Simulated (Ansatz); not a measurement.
**Worked example: HOF + NO → OH + NOF**

Species: HOF (hypofluorous acid) `OF`, singlet; NO (nitric oxide), doublet; OH, doublet; NOF (nitrosyl fluoride) `O=NF`, singlet. A radical takes F: the energy is the difference in strength between the O–F bond broken and the N–F bond made.

Shapes, held fixed at every level: PBE0-D4/def2-TZVP. Programs: Ansatz 0.2.0. The zero-point and thermal change to 298 K, harmonic and unscaled (PBE0-D4/def2-TZVP), is -6.4 kJ/mol.

At CCSD(T)/CBS estimate; 1 Eh = 2625.50 kJ/mol:

```
species  energy (Eh)
    HOF  -175.427747
     NO  -129.779749
     OH   -75.677713
    NOF  -229.548188
```

Q: Work out ΔH(298 K) of the reaction at this level.

A: 
1. Products less reactants: (-75.677713) + (-229.548188) − [(-175.427747) + (-129.779749)] = -0.018405 Eh = -48.3 kJ/mol.
2. With the thermal change: -48.3 + (-6.4) = -54.7 kJ/mol.

Other levels give -78.6 (r2SCAN-D4/def2-TZVPP) to -45.8 kJ/mol (MP2/def2-SVP). No measured value is set beside it here. Open shells run unrestricted unless RO is named. The CBS estimate extrapolates MP2 from def2-TZVPP and def2-QZVPP and adds CCSD(T) − MP2 in the triple-zeta set, cores frozen.
